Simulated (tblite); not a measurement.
A tight-binding relaxation on `C=[C]CCCS` [radical].

Computed with GFN2-xTB geometry optimisation, gas phase (tblite 0.8.0). Start geometry: from a force field or distance geometry. The command runs a driver script over a list of jobs; the input below is this job's line of settings and its coordinates in Å.

Command:
```bash
OMP_NUM_THREADS=1 python probes_run.py task.json out
```

Input:
```
{"job": {"kind": "relax", "xc": "GFN2-xTB", "basis": "xTB"}, "charge": 0, "multiplicity": 2}
C      2.337000     1.117700    -0.611200
C      1.597500     0.117000    -0.241400
C      0.792700    -1.035500     0.200400
C     -0.570700    -0.586100     0.750200
C     -1.480400    -0.006700    -0.311200
S     -3.110000     0.412900     0.375700
H      2.717600     1.830100     0.111100
H      2.576000     1.272400    -1.652900
H      1.330900    -1.587600     0.974400
H      0.633600    -1.724100    -0.636600
H     -1.054800    -1.475200     1.202700
H     -0.420600     0.132000     1.567200
H     -1.054800     0.906600    -0.737700
H     -1.626200    -0.725700    -1.131900
H     -2.672200     1.360200     1.234300
```

Output:
```
step      E/eV     max force
  0    -500.77487    1.401
  1    -500.82048    0.690
  2    -500.82790    0.580
  3    -500.83481    0.277
  4    -500.83950    0.169
  5    -500.84156    0.096
  6    -500.84261    0.072
  7    -500.84329    0.063
  8    -500.84375    0.057
  9    -500.84417    0.055
... (66 lines left out)
 76    -500.96878    0.091
 77    -500.97017    0.109
 78    -500.97118    0.103
 79    -500.97171    0.073
 80    -500.97213    0.038
 81    -500.97226    0.032
 82    -500.97237    0.027
 83    -500.97245    0.031
 84    -500.97249    0.015
 85    -500.97251    0.010
```

«max force» is the largest atomic force in eV/Å.

Task: From which step on does the largest force stay under 0.1 eV/Å, and how much energy is left to gain from there?

Result: From step 79 (0.073 eV/Å), 0.8 meV above the end.

Main results: energy lowered by 4.6 kcal/mol over 85 steps; largest atomic force 0.010 eV/Å at the end.

Task: Give the final coordinates.

Result: 0.342 Å rms from the input after alignment:
```
atom  x, y, z in Å
C1     2.2806    1.0182   -0.7018
C2     1.5664    0.3428    0.1381
C3     0.8336   -0.9077    0.3023
C4    -0.6096   -0.6747    0.7725
C5    -1.3902    0.1301   -0.2528
S6    -3.1286    0.3860    0.2453
H7     2.6997    1.9835   -0.4567
H8     2.5251    0.6734   -1.7107
H9     1.3499   -1.5251    1.0435
H10    0.8131   -1.4694   -0.6455
H11   -1.1009   -1.6367    0.9315
H12   -0.5967   -0.1389    1.7247
H13   -0.9340    1.1062   -0.4177
H14   -1.4490   -0.3990   -1.2040
H15   -2.8638    1.1193    1.3244
```

On an Arm Neoverse V2 with one thread, shared host, this took 0.36 s.
Labels such as C1 count atoms from 1, the log's own numbers from 0.
